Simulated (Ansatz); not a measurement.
Energy needed to pull apart AlSiH4F (SMILES F[SiH2][AlH2]), closed shell, into free ground-state atoms, from the structure below (displaced at random from a GFN2-xTB minimum); no zero-point or spin–orbit terms; open-shell atoms are treated unrestricted, in their ground-state multiplicity.

```
7
angstrom
F -2.1405 -0.0705 0.1126
Si -0.7015 -0.1691 -0.7090
Al 1.0792 0.3261 0.8165
H -0.8154 -1.5439 -1.1868
H -1.0470 0.6872 -1.8730
H 1.0143 1.1538 2.1631
H 2.4492 -0.3875 0.7255
```

Computed with Ansatz 0.2.0 (basis: def2-TZVPP); correlated methods freeze the cores.

```
   method  atomization energy (kcal/mol)
    SPW92                          521.2
   PBE-D4                          465.7
r2SCAN-D4                          471.7
  PBE0-D4                              ?
  LC-wPBE                          467.9
  wB97M-V                          472.2
       HF                              ?
      MP2                          462.5
     CCSD                          457.4
  CCSD(T)                          461.5
```

**Question.** What does PBE0-D4 give? (Judge from chemistry; the value comes from the calculation.)

**Answer.** By the calculation: 462.0 kcal/mol, which is about 0.5 kcal/mol more than CCSD(T)/def2-TZVPP.

**Question.** What does HF give? (Judge from chemistry; the value comes from the calculation.)

**Answer.** The calculation gives: 358.8 kcal/mol, which is about 102.7 kcal/mol less than CCSD(T)/def2-TZVPP.

In triple zeta the MP2 and coupled-cluster atomization energies are still short of their basis limit by a few kcal/mol a bond, whereas those of the functionals are nearly converged, so these differences are not deviations from converged CCSD(T).

T1 diagnostic: at most 0.013.

For scale, one of the runs: CCSD(T)/def2-TZVPP forces, 171 basis functions (an equivalent command: `ansatz run in.yaml --threads 4`). Hardware: 4 CPU threads, shared host. Wall time 71 s; peak host memory 2.6 GiB.
